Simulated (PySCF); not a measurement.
# Stretching BS

Set-up: basis B STO-3G, S STO-3G; no relativity; PySCF 2.14. Energies in eV from B + S in their ground configurations at the same level. State: ²Σ⁺ (doublet), unpaired electrons σ ↑.

All columns are PBE0. A positive dipole means B(−)S(+).

```json
{"R (Å)": "1.356", "E (eV)": "-5.681", "μ (D)": "-0.05", "Mulliken charge on B (basis-dependent)": "-0.14", "HOMO (eV)": "-5.28", "LUMO (eV)": "1.31", "Mayer bond order": "2.73", "⟨S²⟩": "0.76"}
{"R (Å)": "1.419", "E (eV)": "-6.810", "μ (D)": "-0.21", "Mulliken charge on B (basis-dependent)": "-0.11", "HOMO (eV)": "-5.33", "LUMO (eV)": "1.15", "Mayer bond order": "2.69", "⟨S²⟩": "0.77"}
{"R (Å)": "1.482", "E (eV)": "-7.450", "μ (D)": "-0.36", "Mulliken charge on B (basis-dependent)": "-0.08", "HOMO (eV)": "-5.38", "LUMO (eV)": "0.98", "Mayer bond order": "2.66", "⟨S²⟩": "0.77"}
{"R (Å)": "1.530", "E (eV)": "-7.683", "μ (D)": "-0.47", "Mulliken charge on B (basis-dependent)": "-0.06", "HOMO (eV)": "-5.40", "LUMO (eV)": "0.86", "Mayer bond order": "2.63", "⟨S²⟩": "0.78"}
{"R (Å)": "1.577", "E (eV)": "-7.749", "μ (D)": "-0.58", "Mulliken charge on B (basis-dependent)": "-0.05", "HOMO (eV)": "-5.42", "LUMO (eV)": "0.73", "Mayer bond order": "2.60", "⟨S²⟩": "0.78"}
{"R (Å)": "1.624", "E (eV)": "-7.683", "μ (D)": "-0.68", "Mulliken charge on B (basis-dependent)": "-0.03", "HOMO (eV)": "-5.21", "LUMO (eV)": "0.61", "Mayer bond order": "2.57", "⟨S²⟩": "0.79"}
{"R (Å)": "1.687", "E (eV)": "-7.437", "μ (D)": "-0.81", "Mulliken charge on B (basis-dependent)": "-0.02", "HOMO (eV)": "-4.89", "LUMO (eV)": "0.45", "Mayer bond order": "2.52", "⟨S²⟩": "0.80"}
{"R (Å)": "1.766", "E (eV)": "-6.948", "μ (D)": "-0.95", "Mulliken charge on B (basis-dependent)": "0.00", "HOMO (eV)": "-4.53", "LUMO (eV)": "0.26", "Mayer bond order": "2.46", "⟨S²⟩": "0.82"}
{"R (Å)": "1.861", "E (eV)": "-6.196", "μ (D)": "-1.09", "Mulliken charge on B (basis-dependent)": "0.02", "HOMO (eV)": "-4.08", "LUMO (eV)": "0.05", "Mayer bond order": "2.38", "⟨S²⟩": "0.85"}
{"R (Å)": "1.987", "E (eV)": "-5.071", "μ (D)": "-1.23", "Mulliken charge on B (basis-dependent)": "0.04", "HOMO (eV)": "-3.56", "LUMO (eV)": "-0.21", "Mayer bond order": "2.25", "⟨S²⟩": "0.89"}
```

A fit through these points gives, at Re = 1.575 Å, μ = -0.58 D and dμ/dR = -2.21 D/Å; the reduced mass is 8.189 u.

Task: How strong is the fundamental in the double-harmonic approximation, I = 42.26·(dμ/dR)²/μred km/mol?

Result: I = 42.26·(-2.21)²/8.189 = 25.2 km/mol at PBE0.

⟨S²⟩ of the unrestricted solution departs from its pure value on part of the curve, where spin states mix. STO-3G is very small, so such numbers show the basis as much as the molecule. The state is the lowest determinant that a PBE0 search found; another state may lie lower at other levels.
